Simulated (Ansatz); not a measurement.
```yaml
crystal:
  periodic: [false, false, false]
  atoms:
    - {symbol: O, position_ang: [-0.536792, -0.083854, -0.001758]}
    - {symbol: C, position_ang: [0.798652, 0.046682, 0.002343]}
    - {symbol: H, position_ang: [-0.996116, 0.774779, -0.000013]}
basis:
  gaussian: {orbitals: def2-TZVP}
magnetization: {spin_polarized: true, initial_magnetization: 3}
hamiltonian: {xc: pbe0}
relax: {f_tol: 0.004, max_steps: 80}
```

```sh
$ ansatz run in.yaml --threads 1 --pin off --events-out ev --progress --plain --max-ram 2176MiB
```

Steps of the relaxation (energy above the last step; positions in Å, forces in eV/Å):

```
3
step 1, 10.8 meV
O    -0.537   -0.084   -0.002   -0.513   -0.008   -0.001
C     0.799    0.047    0.002    0.091    0.211    0.001
H    -0.996    0.775    0.000    0.422   -0.203    0.000
```

```
3
step 2, 3.9 meV
O    -0.543   -0.088   -0.002   -0.312   -0.112   -0.001
C     0.793    0.053    0.002    0.112    0.134    0.001
H    -0.985    0.773    0.000    0.200   -0.021    0.000
```

```
3
step 3, 0.0 meV
O    -0.553   -0.098   -0.002    0.009    0.033    0.000
C     0.789    0.062    0.002   -0.025   -0.002    0.000
H    -0.970    0.774    0.000    0.016   -0.031    0.000
```

```
3
step 6, 0.0 meV
O    -0.552   -0.098   -0.002    0.000    0.000    0.000
C     0.788    0.062    0.002    0.000    0.000    0.000
H    -0.970    0.774    0.000    0.000    0.000    0.000
```

Close pairs at the end: O1–H3 0.967 Å, O1–C2 1.350 Å.

A stationary point of unrestricted PBE0 after 6 steps, with ⟨S²⟩ = 3.754 against 3.75 for a pure state; no frequencies were run, so it isn't proven a minimum. 8 s on 1 thread of Arm Neoverse V1, shared host.
